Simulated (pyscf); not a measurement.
Structures and frequencies: ωB97X-D3(BJ)/def2-SVP in PySCF.

For HAs=AsH + gallane (GaH₃) -> As≡As + hydrogen (H₂) + gallane (GaH₃), a multi-bond step (singlet surface; As–H, As–H, Ga–H broken, H–H, Ga–H formed), PBE/def2-TZVP gives ΔE‡ = 42.4 kJ/mol and ΔE = +32.6 kJ/mol (zero: the separated reactants). In which direction and how far do B3LYP-D3(BJ)/def2-TZVP, PBE0-D3(BJ)/def2-TZVP, ωB97M-D3(BJ)/def2-TZVP move these?

B3LYP-D3(BJ): ΔE‡ = 58.4 kJ/mol, ΔE = +29.0 kJ/mol; PBE0-D3(BJ): ΔE‡ = 55.9 kJ/mol, ΔE = +44.4 kJ/mol; ωB97M-D3(BJ): ΔE‡ = 86.5 kJ/mol, ΔE = +34.2 kJ/mol. PBE's barrier lies under all of them, by 13.5 to 44.2 kJ/mol. Its reaction energy lies among theirs. On the product side the descent ends in a complex (not fully relaxed), 23.4 kJ/mol under the separated species and 58.5 kJ/mol under the saddle at ωB97X-D3(BJ)/def2-TZVP. This is the saddle that the search found; another between the same sides may lie lower. Elements up to Kr have no core potential and no relativistic terms here.
